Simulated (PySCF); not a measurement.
Molfile (atoms numbered from 1):
```
C3H9OP
     RDKit          3D

 14 13  0  0  0  0  0  0  0  0999 V2000
    1.5283    0.5970   -0.2947 C   0  0  0  0  0  0  0  0  0  0  0  0
    0.1405   -0.2230    0.5477 P   0  0  0  0  0  5  0  0  0  0  0  0
   -0.4359   -1.4841   -0.6294 C   0  0  0  0  0  0  0  0  0  0  0  0
   -1.1838    1.0233    0.5706 C   0  0  0  0  0  0  0  0  0  0  0  0
    0.4895   -0.7656    1.8980 O   0  0  0  0  0  0  0  0  0  0  0  0
    1.2397    1.0186   -1.2688 H   0  0  0  0  0  0  0  0  0  0  0  0
    1.8997    1.4011    0.3574 H   0  0  0  0  0  0  0  0  0  0  0  0
    2.3391   -0.1336   -0.4337 H   0  0  0  0  0  0  0  0  0  0  0  0
   -1.3539   -1.9437   -0.2355 H   0  0  0  0  0  0  0  0  0  0  0  0
   -0.6322   -1.0666   -1.6283 H   0  0  0  0  0  0  0  0  0  0  0  0
    0.3341   -2.2661   -0.7035 H   0  0  0  0  0  0  0  0  0  0  0  0
   -1.4403    1.3780   -0.4387 H   0  0  0  0  0  0  0  0  0  0  0  0
   -0.8566    1.8740    1.1872 H   0  0  0  0  0  0  0  0  0  0  0  0
   -2.0726    0.5784    1.0410 H   0  0  0  0  0  0  0  0  0  0  0  0
  1  2  1  0
  2  3  1  0
  2  4  1  0
  2  5  2  0
  1  6  1  0
  1  7  1  0
  1  8  1  0
  3  9  1  0
  3 10  1  0
  3 11  1  0
  4 12  1  0
  4 13  1  0
  4 14  1  0
M  END
```

Geometry: PBE0-D3(BJ)/def2-SVP; GIAO shifts from PySCF, gas phase, non-relativistic, averaged over equivalent atoms.

At PBE0/STO-3G (38 basis functions, 3 s wall time on 1 thread of an Arm Neoverse V1, shared host):
```
                          atoms  δ (ppm)
                       C1/C3/C4     11.7
                             P2   -100.8
                             O5     33.8
H6/H7/H8/H9/H10/H11/H12/H13/H14     0.76
```

Shifts are taken against calculated references (same method and geometry level): ¹³C (σ = 234.69 ppm) and ¹H (σ = 32.60 ppm) vs TMS; H3PO4 for ³¹P (σ = 552.63 ppm); H2O for ¹⁷O (σ = 341.71 ppm).

Estimate the result of repeating the calculation with WP04/pcSseg-1.

## Answers


```
                          atoms  δ at WP04/pcSseg-1  change
                       C1/C3/C4                19.3    +7.6
                             P2                13.4  +114.2
                             O5                98.0   +64.2
H6/H7/H8/H9/H10/H11/H12/H13/H14                1.15   +0.39
```

Chemical shifts δ = σref − σ; ¹³C (σref 172.44) and ¹H (σref 31.56) vs TMS; H3PO4 for ³¹P (σref 299.29); ¹⁷O (σref 317.54) vs H2O, all at this level.

The largest change is at P2 (phosphorus bonded to 3 C, O). Cost: 137 basis functions, 10 s wall time on 1 thread of an Arm Neoverse V1, shared host.

Experimental scales use liquid or dissolved standards, which lie at an offset from isolated H2O (liquid H2O: subtract about 36 ppm) and H3PO4.
